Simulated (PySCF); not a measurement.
A structure optimised at B3LYP-D3(BJ)/def2-TZVPD, used in a PySCF frequency run:

```
Li
Li 1 2.7212
```

Q: Write its SMILES, formula and point group.

A: [Li][Li], Li2, D∞h

Q: What are its rotational constants (standard atomic weights)?

A: 19.668 GHz (linear rotor, B only)
